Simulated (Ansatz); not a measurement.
**CHB (triplet): wave-function methods side by side, def2-QZVPP**

An exercise on one series of results from a longer session: the logs are not shown, and one member is left open.

Program: Ansatz 0.2.0, Gaussian basis. Level of theory: def2-QZVPP, core rule «outside noble gas», up to 2 orbitals frozen. These are calculated values, not measurements.

The runs, in order: UHF; ROHF; CCSD(T) on UHF.

2 further runs of the same task are left out: 2 set aside as unsound or not needed.

**The system**

The geometry is a PBE0/def2-TZVP stationary point (not a proven minimum) of the parent state, kept for this charge and spin.

3 atoms, charge 0, spin multiplicity 3.

Atoms are counted from 1 here; the program's logs count them from 0.

Bond lengths: B1–C2 1.464 Å, B1–H3 1.177 Å. Angles: C2–B1–H3 180.0°.

Set-up of the first run:

Input file in.yaml:

```yaml
crystal:
  periodic: [false, false, false]
  atoms:
    - {symbol: B, position_ang: [0.000000, 0.000000, 0.095674]}
    - {symbol: C, position_ang: [0.000000, 0.000000, -1.368483]}
    - {symbol: H, position_ang: [0.000000, 0.000000, 1.272810]}
basis:
  gaussian: {orbitals: "def2-QZVPP.json"}
magnetization: {spin_polarized: true, initial_magnetization: 2}
hamiltonian: {xc: hf}
output: {orbitals: {seedname: orbitals}}
```

Launch:

```
$ ansatz run in.yaml --threads 1 --pin off --events-out ev --progress --plain --max-ram 2393MiB
```

Among the steps run: UHF; ROHF; CCSD(T) on UHF.

One table of the session follows, with a row left open; its other results are not shown here.

It belongs to the step «Misses and costs». 

```
  method  from UCCSD(T) (meV)
    ROHF                    ?
     UHF              +6192.8
    UMP2               +954.5
   UCCSD               +260.9
UCCSD(T)                    0
```

Estimate the missing values for ROHF.

**Answer.** from UCCSD(T) (meV): +6292.0. In the column «from UCCSD(T) (meV)» it is the highest.
